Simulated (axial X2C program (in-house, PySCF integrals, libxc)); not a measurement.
# AlSi along the bond: B97-3, with spin–orbit coupling

Calculated with an axial X2C code built on PySCF integrals. Two-component (2c) means X2C with spin–orbit coupling and atomic mean-field two-electron Coulomb and Gaunt terms. Basis: Si dyall-v3z [8s7p2d1f], Al dyall-v3z [8s8p2d1f] (cores contracted in-house); Gaussian nuclei, density fitting, unrestricted open shells. Masses: Si 27.977 u, Al 26.982 u.

State: Ω = 3/2 (⟨Sz⟩ = 1.50, ⟨Lz⟩ = 0.00 at B97-3). Dipoles are positive if Al is the positive end.

```tsv
R (Å)	μ (D)	HOMO (eV)	LUMO (eV)
2.115	0.920	-5.58	-3.27
2.212	1.030	-5.62	-3.15
2.285	1.129	-5.65	-3.07
2.358	1.246	-5.67	-3.00
2.431	1.380	-5.66	-2.93
2.516	1.559	-5.54	-2.86
2.601	1.759	-5.43	-2.84
2.711	2.041	-5.30	-2.82
2.844	2.410	-5.15	-2.79
3.039	2.969	-4.96	-2.73
```

Task: The minimum lies at 2.429 Å. What is the dipole moment there, and its slope?

Result: At B97-3, 2c, with the sign and origin stated: μ = 1.38 D, dμ/dR = 1.96 D/Å.

The state is one determinant whose occupation by symmetry is held fixed; it was picked as the lowest of a PBE0 search that is not exhaustive. Density functionals use the spin component along the axis (collinear). Other states lie close and PBE0, whose exact exchange favours high spin, may order them wrongly; the determinant shown need not be the ground state. The nearest other 2c determinant of the search, Ω = 1/2, lies 0.26 eV up at the distance of the search. With several unpaired electrons one determinant need not be a pure state. This is the top spin component of a Σ state; components of lower Ω are not single determinants and can lie lower.
